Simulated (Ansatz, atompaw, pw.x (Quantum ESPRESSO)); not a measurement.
## What a changed setting does to a pw.x run (bcc V)

Potential: PAW, atompaw 4.2.0.5, LDA (PW92); core [Ne], reference 3s2 3p6 3d3 4s2 4p0; waves: 3s (bound): rc 1.45 bohr; 4s (bound): rc 2.10 bohr; 3p (bound): rc 1.30 bohr; 4p (bound, empty): rc 2.10 bohr; 3d (bound): rc 2.10 bohr; 3d channel at 0.3 Ry: rc 2.10 bohr; local part: bessel scheme, radius 1.90 bohr; core correction: smooth core density matched at 1.50 bohr; augmentation: sinc compensation charge, radius 2.05 bohr; PAW radius 2.10 bohr; waves and projectors: custom rrkj vanderbiltortho.

The reference run (k-mesh 16³, cutoffs 110/900 Ry, Fermi–Dirac 0.01 Ry, mixing_beta 0.4, conv_thr 1e-9, no spin) gives 2.70 GPa at 12.474 Å³/atom, where all-electron LAPW gives 1.53 GPa. This run, with its own iteration cap, changes k-mesh points per axis to 6.

```
&control
  calculation='scf', prefix='x', pseudo_dir='./', outdir='./tmp', tstress=.true., disk_io='none'
/
&system
  ibrav=0, nat=1, ntyp=1, ecutwfc=110, ecutrho=900, nbnd=14,
  occupations='smearing', smearing='fd', degauss=0.01
/
&electrons
  conv_thr=1e-09, mixing_beta=0.4, electron_maxstep=60
/
ATOMIC_SPECIES
V 1.0 V.UPF
CELL_PARAMETERS angstrom
  -1.46099451 1.46099451 1.46099451
  1.46099451 -1.46099451 1.46099451
  1.46099451 1.46099451 -1.46099451
ATOMIC_POSITIONS crystal
V 0.0000 0.0000 0.0000
K_POINTS automatic
6 6 6 0 0 0
```

```bash
pw.x < V.scf.in > V.scf.out
```

**Question.** How does the run end?

**Answer.** It converges in 8 iterations; the free energy moves by +40.3 meV/atom and the pressure by +0.54 GPa.

```
Message from routine setup:
     using ibrav=0 with symmetry is DISCOURAGED, use correct ibrav instead
     lattice parameter (alat)  =       4.7820  a.u.
     unit-cell volume          =      84.1787 (a.u.)^3
     number of electrons       =        13.00
     number of Kohn-Sham states=           14
     kinetic-energy cutoff     =     110.0000  Ry
     charge density cutoff     =     900.0000  Ry
     scf convergence threshold =      1.0E-09
     Exchange-correlation= SLA PW NOGX NOGC
     number of k points=    16  Fermi-Dirac smearing, width (Ry)=  0.0100
     iteration #  1     ecut=   110.00 Ry     beta= 0.40
     total energy              =    -210.12271506 Ry
     estimated scf accuracy    <       0.10479620 Ry
     iteration #  2     ecut=   110.00 Ry     beta= 0.40
     total energy              =    -210.14234943 Ry
     estimated scf accuracy    <       0.00215645 Ry
     iteration #  3     ecut=   110.00 Ry     beta= 0.40
     total energy              =    -210.14280920 Ry
     estimated scf accuracy    <       0.00117647 Ry
     [... 2 iterations left out ...]
     iteration #  6     ecut=   110.00 Ry     beta= 0.40
     total energy              =    -210.14283220 Ry
     estimated scf accuracy    <       0.00000196 Ry
     iteration #  7     ecut=   110.00 Ry     beta= 0.40
     total energy              =    -210.14283238 Ry
     estimated scf accuracy    <       0.00000003 Ry
     iteration #  8     ecut=   110.00 Ry     beta= 0.40
     the Fermi energy is    17.3039 ev
!    total energy              =    -210.14283238 Ry
     estimated scf accuracy    <          6.0E-10 Ry
     smearing contrib. (-TS)   =      -0.00904646 Ry
     convergence has been achieved in   8 iterations
          total   stress  (Ry/bohr**3)                   (kbar)     P=       32.44
     Message from routine punch:
     Nothing written, as per user request (disk_io='none')
```

The run took about 6.8 s on one core of a shared host (Intel(R) Xeon(R) 6975P-C, 192 threads, 1512 GiB, load 78).
